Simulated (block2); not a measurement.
# CH3F (fluoromethane): DMRG/STO-3G, part 2 of 2

block2 0.5.4. Earlier steps stand in the parts before.

## 3. The distorted shape: the energy at DMRG/STO-3G

Input file make_fcidump.py:

```python
from pyscf import ao2mo, cc, dft, gto, mcscf, mp, scf
from pyscf.tools import fcidump

geom = [
    ("C", (-0.034471, -0.196017, 0.241726)),
    ("F", (1.110329, -0.939417, 0.065326)),
    ("H", (-0.902471, -0.855817, 0.175926)),
    ("H", (-0.104800, 0.796000, -0.772000)),
    ("H", (-0.003571, 0.279583, 1.224626)),
]
mol = gto.M(
    atom=geom,
    basis="sto-3g",
    verbose=3,
    max_memory=2000,
)
print("nao: %d" % (mol.nao))
mf = scf.RHF(mol)
mf.conv_tol = 1e-10
mf.max_cycle = 200
mf.kernel()
if not mf.converged:
    mf = mf.newton().run(mf.mo_coeff, mf.mo_occ)
print(f"E(SCF): {mf.e_tot:.10f}")
ref = mf
pt = mp.MP2(ref, frozen=2).run()
mycc = cc.CCSD(ref, frozen=2)
mycc.max_cycle = 150
mycc.kernel()
print(f"E(MP2): {pt.e_tot:.10f}")
if mycc.converged:
    print("CCSD total energy: %.10f" % (mycc.e_tot))
    print(f"E(CCSD(T)): {mycc.e_tot + mycc.ccsd_t():.10f}")
    print(f"T1: {mycc.get_t1_diagnostic():.4f}")
ks = dft.RKS(mol, xc="m06l").set(conv_tol=1e-9, verbose=3).run()
if ks.converged:
    print(f"E(M06-L): {ks.e_tot:.8f}")
ks = dft.RKS(mol, xc="lda,vwn5").set(conv_tol=1e-9, verbose=3).run()
if ks.converged:
    print(f"E(SVWN5): {ks.e_tot:.8f}")
ks = dft.RKS(mol, xc="wb97x").set(conv_tol=1e-9, verbose=3).run()
if ks.converged:
    print(f"E(wB97X): {ks.e_tot:.8f}")
cas = mcscf.CASCI(mf, 11, 14)
h1, ecore = cas.get_h1eff()
fcidump.from_integrals("FCIDUMP", h1, cas.get_h2eff(), 11, 14, nuc=ecore, ms=0)
ci = mcscf.CASCI(mf, 11, (7, 7))
ci.fix_spin_(ss=0)
ci.fcisolver.conv_tol = 1e-10
ci.fcisolver.max_cycle = 200
ci.kernel()
print(f"FCI energy: {ci.e_tot:.10f}")
```

Input file input.conf:

```
sym c1
orbitals FCIDUMP
nelec 14
spin 0
irrep 1
occ 2 2 2 2 2 2 2 0 0 0 0
cbias 0.2
schedule
0 750 1E-07 1E-04
3 1125 1E-07 1E-04
5 1500 1E-07 1E-05
9 1500 1E-08 0.0
end
maxiter 15
sweep_tol 1E-07
noreorder
mem 1g
num_thrds 1
prefix ./tmp
outputlevel 1
onepdm
```

On the command line:

```sh
python make_fcidump.py && block2main input.conf
```

Standard output:

```text
$ python make_fcidump.py
nao: 13
converged SCF energy = -137.113786613731
E(SCF): -137.1137866137
E(RMP2) = -137.19324775706  E_corr = -0.0794611433290198
E(SCS-RMP2) = -137.203282503997  E_corr = -0.0894958902655116
E(CCSD) = -137.2247643386967  E_corr = -0.1109777249656171
E(MP2): -137.1932477571
CCSD total energy: -137.2247643387
CCSD(T) correction = -0.00128767046030816
E(CCSD(T)): -137.2260520092
T1: 0.0071
converged SCF energy = -137.745131109341
E(M06-L): -137.74513111
converged SCF energy = -136.713425361215
E(SVWN5): -136.71342536
converged SCF energy = -137.745424422268
E(wB97X): -137.74542442
CASCI E = -137.226516688511  E(CI) = -52.8265861729584  S^2 = 0.0000000
FCI energy: -137.2265166885

$ block2main input.conf

********************************** INPUT START **********************************
sym                                                             c1
orbitals                                                   FCIDUMP
nelec                                                           14
spin                                                             0
irrep                                                            1
occ                                          2 2 2 2 2 2 2 0 0 0 0
cbias                                                          0.2
maxiter                                                         15
sweep_tol                                                    1E-07
noreorder
mem                                                             1g
num_thrds                                                        1
prefix                                                       ./tmp
outputlevel                                                      1
onepdm
schedule                  Sweep   0-   2 : Mmps =   750 Noise =    0.0001 DavTol =     1e-07
                          Sweep   3-   4 : Mmps =  1125 Noise =    0.0001 DavTol =     1e-07
                          Sweep   5-   8 : Mmps =  1500 Noise =     1e-05 DavTol =     1e-07
                          Sweep   9-  14 : Mmps =  1500 Noise =         0 DavTol =     1e-08
********************************** INPUT END   **********************************

SPIN ADAPTED - REAL DOMAIN - DOUBLE PREC
qc mpo type =  QCTypes.Conventional
 UseMainStack = 0 MinDiskUsage = 1 MinMemUsage = 0 IBuf = 0 OBuf = 0
 FPCompression: prec = 1.00e-16 chunk = 1024
 IMain = 0 B / 66.8 MB DMain = 0 B / 343 MB ISeco = 0 B / 28.6 MB DSeco = 0 B / 515 MB
 OpenMP = 1 TBB = 0 BLIS = 0 MKL = GNU 2024.0.2 SeqType = Tasked AlignType = None MKLIntLen = 4
 THREADING = 2 layers : Global | Operator BatchedGEMM
 NUMBER : Global = 1 Operator = 1 Quanta = 0 MKL = 1
 COMPLEX = 1 SINGLE-PREC = 1 KSYMM = 0
read integral finished 0.004208414000459015
integral sym error =            0
MinMPOMemUsage =  False
MPS =  CCRRRRRRRRR 0 2 < N=14 S=0 PG=0 >
GS INIT MPS BOND DIMS =       1     3    10    35   126   314   314   126    35    10     3     1
pre-mpo memory usage =  168 MB
build mpo start ...
build mpo finished ... Tread = 0.000 Twrite = 0.000 T = 0.004
simpl mpo start ...
simpl mpo finished ... Tread = 0.000 Twrite = 0.000 T = 0.012
GS MPO BOND DIMS =      16    23    34    49    68    68    49    34    23    16     1
build 1pdm mpo 0.03663945900188992
build identity mpo 0.037152682001760695
memory usage =  178 MB
para mpo finished 0.03739148200111231
env init finished 0.2451786349993199

Sweep =    0 | Direction =  forward | Bond dimension =  750 | Noise =  1.00e-04 | Dav threshold =  1.00e-07
Time elapsed =      4.786 | E =    -137.2265166678 | DW = 4.69997e-11

Sweep =    1 | Direction = backward | Bond dimension =  750 | Noise =  1.00e-04 | Dav threshold =  1.00e-07
Time elapsed =      6.738 | E =    -137.2265166821 | DE = -1.43e-08 | DW = 1.39729e-09

Sweep =    2 | Direction =  forward | Bond dimension =  750 | Noise =  1.00e-04 | Dav threshold =  1.00e-07
Time elapsed =      8.726 | E =    -137.2265166811 | DE = 1.04e-09 | DW = 4.69273e-11

Sweep =    3 | Direction = backward | Bond dimension = 1125 | Noise =  1.00e-04 | Dav threshold =  1.00e-07
Time elapsed =     11.530 | E =    -137.2265166811 | DE = -4.26e-14 | DW = 1.32557e-13

Sweep =    4 | Direction =  forward | Bond dimension = 1125 | Noise =  1.00e-04 | Dav threshold =  1.00e-07
Time elapsed =     14.340 | E =    -137.2265166811 | DE = -1.07e-13 | DW = 4.48386e-13

Sweep =    5 | Direction = backward | Bond dimension = 1500 | Noise =  1.00e-05 | Dav threshold =  1.00e-07
Time elapsed =     17.126 | E =    -137.2265166811 | DE = -7.11e-15 | DW = 2.93937e-13

Sweep =    6 | Direction =  forward | Bond dimension = 1500 | Noise =  1.00e-05 | Dav threshold =  1.00e-07
Time elapsed =     19.512 | E =    -137.2265166811 | DE = -2.13e-14 | DW = 5.30580e-13

Sweep =    7 | Direction = backward | Bond dimension = 1500 | Noise =  1.00e-05 | Dav threshold =  1.00e-07
Time elapsed =     22.148 | E =    -137.2265166811 | DE = -7.11e-15 | DW = 2.93905e-13

Sweep =    8 | Direction =  forward | Bond dimension = 1500 | Noise =  1.00e-05 | Dav threshold =  1.00e-07
Time elapsed =     24.550 | E =    -137.2265166811 | DE = -3.55e-14 | DW = 5.30473e-13

Sweep =    9 | Direction = backward | Bond dimension = 1500 | Noise =  0.00e+00 | Dav threshold =  1.00e-08
Time elapsed =     25.750 | E =    -137.2265166881 | DE = -7.06e-09 | DW = 6.92594e-15

Final canonical form =  CRRRRRRRRRR 0
DMRG Energy = -137.226516688111502
npdm string = ['(C+D)0']

Build NPDM MPO | Nsites =    11 | Nmaxops =  2 | SymbolFree = T | Cutoff = 0.00e+00
 Site =     0 /    11 .. L =        4 R =        1 M =            0 Tmid = 0.000 T = 0.000
 Site =     1 /    11 .. L =        4 R =       21 M =           21 Tmid = 0.000 T = 0.000
 Site =     2 /    11 .. L =        4 R =       19 M =           19 Tmid = 0.000 T = 0.000
 Site =     3 /    11 .. L =        4 R =       17 M =           17 Tmid = 0.000 T = 0.000
 Site =     4 /    11 .. L =        4 R =       15 M =           15 Tmid = 0.000 T = 0.000
 Site =     5 /    11 .. L =        4 R =       13 M =           13 Tmid = 0.000 T = 0.000
 Site =     6 /    11 .. L =        4 R =       11 M =           11 Tmid = 0.000 T = 0.000
 Site =     7 /    11 .. L =        4 R =        9 M =            9 Tmid = 0.000 T = 0.000
 Site =     8 /    11 .. L =        4 R =        7 M =            7 Tmid = 0.000 T = 0.000
 Site =     9 /    11 .. L =        4 R =        5 M =            5 Tmid = 0.000 T = 0.000
 Site =    10 /    11 .. L =        1 R =        4 M =            4 Tmid = 0.000 T = 0.000
Ttotal =      0.000

Expectation | Direction =  forward | BRA bond dimension = 1063 | KET bond dimension = 1063
Time elapsed =      0.087
NPDM Sorting | Nsites =    11 | Nmaxops =  2 | DotSite = 2 | SymbolFree = T | Compressed = T | LowMem = F | Mem = 968 B
Ttotal =      0.000

DMRG OCC =   1.997 1.982 1.984 1.976 1.966 1.989 1.957 0.066 0.037 0.024 0.023
```

It took 29 s on 1 thread of Intel Xeon 6975P-C (Granite Rapids), shared host; peak memory 0.8 GiB.

## 4. Outcome

The summary covers parts 1 to 2.

Level: DMRG/STO-3G, 2 core orbitals frozen.

| quantity | value |
| --- | --- |
| run 1, DMRG/STO-3G: total energy | -137.26277 Eh |
| run 1, DMRG/STO-3G: T1 diagnostic of the CCSD step | 0.006 |
| distorted shape: total energy | -137.22652 Eh |
| distorted shape: T1 diagnostic of the CCSD step | 0.007 |
| energy change with the C1–H4 bond stretched from 1.092 to 1.420 Å | 0.987 eV |

With the C1–H4 bond stretched from 1.092 to 1.420 Å the energy rises by 0.99 eV (95.2 kJ/mol). The first shape isn't relaxed at this level, so the change isn't measured from a minimum. The minimal basis adds a large error of its own.
